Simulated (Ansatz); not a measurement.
These are frozen-core CCSD(T)/cc-pVTZ // PBE0-D4/def2-TZVP (Ansatz, a quantum-chemistry and plane-wave program) values and carry that method's errors.

Ansatz 0.2 input:
```yaml
crystal:
  periodic: [false, false, false]
  atoms:
    - { symbol: Cl, position_ang: [1.389193, -0.954999, 0.515197] }
    - { symbol: C, position_ang: [-0.000056, 0.000025, -0.000225] }
    - { symbol: Cl, position_ang: [0.555695, 1.39415, -0.92507] }
    - { symbol: Cl, position_ang: [-1.053414, -0.991465, -1.00776] }
    - { symbol: Cl, position_ang: [-0.891794, 0.552316, 1.416671] }
basis:
  gaussian: { orbitals: cc-pVTZ }
correlation:
  method: ccsd_t
```

Output:

```
Functional definition: HF
992 factors; integrals over basis functions are off by at most 3.6e-4 eV
mean field evaluation 1: about -51041.6174 eV, gradient 3.7e1 eV
mean field evaluation 2: about -51042.2642 eV, gradient 3.8e1 eV
mean field evaluation 4: about -51046.1286 eV, gradient 3.4e0 eV
mean field evaluation 8: about -51046.2217 eV, gradient 8.9e-2 eV
mean field evaluation 16: about -51041.6174 eV, gradient 3.7e1 eV
mean field -51046.22170762 eV, -1875.9140473831 hartree, gradient 2.4e-6 eV, S^2 0.000000; 0 other end points of the search recorded, 0 dependent functions left out
21 core orbitals not correlated
reference -51046.22170762 eV, -1875.9140473831 hartree; 16, 16 occupied and 129, 129 virtual orbitals, 992 factors
second order -25.19356964 eV of doubles, -0.00000000 eV of singles
cycle   1  -25.81305475 eV  change   -6.2e-1 eV  update   1.1e-1
cycle   2  -26.43245878 eV  change   -6.2e-1 eV  update   3.3e-2
cycle   3  -26.56590442 eV  change   -1.3e-1 eV  update   1.4e-2
cycle   4  -26.55844433 eV  change    7.5e-3 eV  update   3.1e-3
cycle   5  -26.55730576 eV  change    1.1e-3 eV  update   1.3e-3
cycle   6  -26.55689545 eV  change    4.1e-4 eV  update   3.8e-4
cycle   7  -26.55673223 eV  change    1.6e-4 eV  update   1.4e-4
cycle   8  -26.55673436 eV  change   -2.1e-6 eV  update   3.3e-5
perturbative correction -1.26344524 eV, -0.0464307560 hartree
Total energy: -51074.04188722 eV, -1876.9364201262 hartree
```

Cost: roughly 50 core-seconds.
